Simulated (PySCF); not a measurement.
Stepwise substitution at one centre (Si Cl-H). Isolated molecules, 0 K electronic values unless said otherwise. Strings in code marks are SMILES.

Level of theory: PBE-D3(BJ)/def2-TZVP // CAM-B3LYP-D3(BJ)/def2-TZVP (PySCF). Delta-SCF ions had no search for a lower state. 

| species | LUMO (eV) | vertical ionisation energy (Delta-SCF) (eV) |
|---|---|---|
| 0 of 4 Cl replaced by H | -1.59 | – |
| 1 of 4 Cl replaced by H (`Cl[SiH](Cl)Cl`) | -1.07 | ___ |
| 2 of 4 Cl replaced by H (`Cl[SiH2]Cl`) | -0.89 | 10.79 |
| 3 of 4 Cl replaced by H (`[SiH3]Cl`) | ___ | – |
| 4 of 4 Cl replaced by H (`[SiH4]`) | 0.26 | 12.15 |

Complete the blanks.


- 1 of 4 Cl replaced by H (`Cl[SiH](Cl)Cl`), vertical ionisation energy (Delta-SCF) (eV): 10.92
- 3 of 4 Cl replaced by H (`[SiH3]Cl`), LUMO (eV): -0.97
